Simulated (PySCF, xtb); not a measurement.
SiH₂, SMILES [SiH2] (connectivity only; charge and spin as stated), neutral, multiplicity 1.

GFN2-xTB run with xtb 6.7.1 at its own geometry gives an orbital gap of 2.17 eV and a dipole moment of 0.41 D.

The structure is a stationary point at r2SCAN-D4/def2-TZVPD. The isomer is the one that the SMILES or the coordinates give; other isomers of the formula were not compared.

What does PBE0/def2-TZVPD (PySCF) give? (Estimate from the structure and the level; the computed values follow.)

gap 3.78 eV (levels -6.89 and -3.11 eV), dipole 0.17 D.
